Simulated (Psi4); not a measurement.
**SiH2 (SMILES [SiH2]): BP86/cc-pVTZ (sweep point 4)**

What is the vertical electron affinity of SiH2 at BP86/cc-pVTZ (sweep point 4)? 

The calculation is run with Psi4 1.11.

4 further runs of the same task are left out: 4 set aside as unsound or not needed.

## Step 1: The system as given

SiH2 has 3 atoms, charge 0, and is taken as a singlet. As SMILES, `[SiH2]`. The coordinates come from a PBE0-D4/def2-TZVP relaxation.

Bond lengths: Si1–H2 1.525 Å, Si1–H3 1.525 Å. Angles: H2–Si1–H3 91.2°.

## Step 2: A single-point energy at BP86/cc-pVTZ (sweep point 4)

The input, job.inp:

```
memory 1.6 GB

molecule {
  0 1
  Si    -0.491200     0.468600    -0.213600
  H      0.840300     0.578600     0.522500
  H     -0.349100    -1.047200    -0.308900
  symmetry c1
}

set puream true
set scf_type pk
set dft_radial_points 50
set dft_spherical_points 194

energy('bp86/cc-pVTZ')
print_variables()
```

Started as:

```sh
$ psi4 job.inp job.out -n 1
```

job.out:

```text
[...]
  Running in c1 symmetry.
[...]
  Nuclear repulsion =    9.956246036569164
[...]
  Multiplicity = 1
[...]
  Nalpha       = 8
  Nbeta        = 8
[...]
    Number of basis functions: 62
[...]
   @RKS iter   1:  -290.59866504873446   -2.79339e-01   4.79792e-03 ADIIS/DIIS
[...]
   @RKS iter   7:  -290.64613314499354   -4.60977e-09   1.67283e-07 DIIS
[...]
    Orbital Energies [Eh]
    ---------------------
    Doubly Occupied:
       1A    -65.502220     2A     -5.085174     3A     -3.504521
       4A     -3.493491     5A     -3.490491     6A     -0.464460
       7A     -0.294811     8A     -0.218748
[...]
  @RKS Final Energy:  -290.64613314499354
   => Energetics <=
    Nuclear Repulsion Energy =              9.9562460365691638
    One-Electron Energy =                -421.7501586607443187
    Two-Electron Energy =                 142.7275856601291650
    DFT Exchange-Correlation Energy =     -21.5798061809475570
    Empirical Dispersion Energy =           0.0000000000000000
    VV10 Nonlocal Energy =                  0.0000000000000000
    Total Energy =                       -290.6461331449935415
[...]
 Multipole Moments:
 ------------------------------------------------------------------------------------
     Multipole            Electronic (a.u.)      Nuclear  (a.u.)        Total (a.u.)
 ------------------------------------------------------------------------------------
 L = 1.  Multiply by 2.5417464519 to convert [e a0] to [Debye]
 Dipole X            :         -1.3533519            1.3986185            0.0452666
 Dipole Y            :          1.1944970           -1.2344223           -0.0399253
 Dipole Z            :         -0.0000000            0.0000000           -0.0000000
 Magnitude           :                                                    0.0603580
[...]
```

Run time: 9 s. Hardware: 1 thread of Intel Xeon at 2.50GHz (Skylake/Cascade Lake), shared host; peak memory 0.47 GiB.

## Step 3: The doublet anion

The input, h2si.dat:

```
memory 1.6 GB

molecule geom {
  -1 2
  Si    -0.491200     0.468600    -0.213600
  H      0.840300     0.578600     0.522500
  H     -0.349100    -1.047200    -0.308900
  symmetry c1
}

set basis cc-pVTZ
set reference uks
set puream true
set scf_type pk
set dft_radial_points 50
set dft_spherical_points 194
set maxiter 150

energy("bp86")
```

Started as:

```sh
$ psi4 -n 1 h2si.dat h2si.out
```

h2si.out:

```text
[...]
  Running in c1 symmetry.
[...]
  Nuclear repulsion =    9.956246036569164
[...]
  Multiplicity = 2
[...]
  Nalpha       = 9
  Nbeta        = 8
[...]
    Number of basis functions: 62
[...]
   @UKS iter   1:  -290.53518611046786   -2.15860e-01   7.29634e-03 ADIIS/DIIS
[...]
   @UKS iter   7:  -290.68613208709661   -9.36269e-08   5.95977e-07 DIIS
[...]
   @S^2 Observed:                7.553328490E-01
[...]
    Orbital Energies [Eh]
    ---------------------
    Alpha Occupied:
       1A    -65.208567     2A     -4.795244     3A     -3.209747
       4A     -3.205904     5A     -3.203269     6A     -0.212189
       7A     -0.053097     8A      0.024234     9A      0.074982
    Alpha Virtual:
      10A      0.216734    11A      0.239183    12A      0.338646
      13A      0.370217    14A      0.393324    15A      0.397543
      16A      0.398620    17A      0.420584    18A      0.428468
      19A      0.484190    20A      0.528828    21A      0.621229
      22A      0.690444    23A      0.916257    24A      0.955580
      25A      0.970994    26A      1.008248    27A      1.106753
[...]
  @UKS Final Energy:  -290.68613208709661
   => Energetics <=
    Nuclear Repulsion Energy =              9.9562460365691638
    One-Electron Energy =                -426.1757429802507318
    Two-Electron Energy =                 147.3324296542518255
    DFT Exchange-Correlation Energy =     -21.7990647976668548
    Empirical Dispersion Energy =           0.0000000000000000
    VV10 Nonlocal Energy =                  0.0000000000000000
    Total Energy =                       -290.6861320870966097
[...]
 Multipole Moments:
 ------------------------------------------------------------------------------------
     Multipole            Electronic (a.u.)      Nuclear  (a.u.)        Total (a.u.)
 ------------------------------------------------------------------------------------
 L = 1.  Multiply by 2.5417464519 to convert [e a0] to [Debye]
 Dipole X            :         -1.4248809            1.3986185           -0.0262624
 Dipole Y            :          1.2576446           -1.2344223            0.0232224
 Dipole Z            :          0.0000000            0.0000000            0.0000000
 Magnitude           :                                                    0.0350570
[...]
```

It took 10 s on 1 thread of Intel Xeon at 2.50GHz (Skylake/Cascade Lake), shared host; peak memory 0.47 GiB.

## Step 4: Summary of results

At BP86/cc-pVTZ (sweep point 4):

| quantity | value |
| --- | --- |
| singlet SiH2: total energy | -290.64613 Eh |
| singlet SiH2: dipole moment | 0.15 D |
| singlet SiH2: HOMO energy | -5.95 eV |
| singlet SiH2: LUMO energy | -4.12 eV |
| singlet SiH2: HOMO–LUMO gap | 1.84 eV |
| doublet anion: total energy | -290.68613 Eh |
| doublet anion: HOMO energy (highest over α and β) | 2.04 eV |
| doublet anion: LUMO energy (lowest over α and β) | 3.42 eV |
| doublet anion: ⟨S²⟩ | 0.755 |
| vertical electron affinity (to the doublet anion) | 1.088 eV |

What this shows: At fixed nuclei the extra electron is bound by 1.09 eV (105 kJ/mol). The basis has no diffuse functions, so the error can be as large as this value. The HOMO (doublet anion) lies at positive energy, 2.04 eV, as semi-local functionals often give for anions; only total energies tell whether the electron is bound.
